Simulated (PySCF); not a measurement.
CH₄, SMILES C (connectivity only; charge and spin as stated), charge +1, multiplicity 2.

Geometry: ωB97X-D3(BJ)/def2-TZVPD. The spin state was assumed, not searched.

Calculation: TDA-M06-2X/def2-TZVPD in PySCF.

Vertical excitations; the highest root listed may be one member of a degenerate set. Isolated molecule, no solvent.

```json
[
 {"state": "root 1", "energy (eV)": "4.01", "λ (nm)": "309", "f": "0.013", "main pairs": "β HOMO→LUMO (degenerate set)"},
 {"state": "root 2", "energy (eV)": "4.01", "λ (nm)": "309", "f": "0.013", "main pairs": "β HOMO−1→LUMO (degenerate set)"},
 {"state": "root 3", "energy (eV)": "9.43", "λ (nm)": "131", "f": "0.000", "main pairs": "α HOMO→LUMO 96 %"},
 {"state": "root 4", "energy (eV)": "10.86", "λ (nm)": "114", "f": "0.074", "main pairs": "α HOMO→LUMO+1 76 %, β HOMO−2→LUMO 17 %"},
 {"state": "root 5", "energy (eV)": "11.62", "λ (nm)": "107", "f": "0.021", "main pairs": "α HOMO→LUMO+1 18 %, β HOMO−2→LUMO 75 %"},
 {"state": "root 6", "energy (eV)": "11.92", "λ (nm)": "104", "f": "0.000", "main pairs": "α HOMO−1→LUMO, β HOMO→LUMO+1 (degenerate set)"},
 {"state": "root 7", "energy (eV)": "11.92", "λ (nm)": "104", "f": "0.000", "main pairs": "α HOMO−2→LUMO, β HOMO−1→LUMO+1 (degenerate set)"},
 {"state": "root 8", "energy (eV)": "12.97", "λ (nm)": "96", "f": "0.008", "main pairs": "α HOMO→LUMO+2, α HOMO−1→LUMO (degenerate set)"},
 {"state": "root 9", "energy (eV)": "12.97", "λ (nm)": "96", "f": "0.008", "main pairs": "α HOMO→LUMO+3, α HOMO−2→LUMO (degenerate set)"},
 {"state": "root 10", "energy (eV)": "13.61", "λ (nm)": "91", "f": "0.000", "main pairs": "α HOMO−1→LUMO 6 %, α HOMO−1→LUMO+1 6 %, α HOMO→LUMO+6 5 %, β HOMO→LUMO+2 64 %, β HOMO→LUMO+1 13 %"}
]
```
Unrestricted roots are not spin-pure.
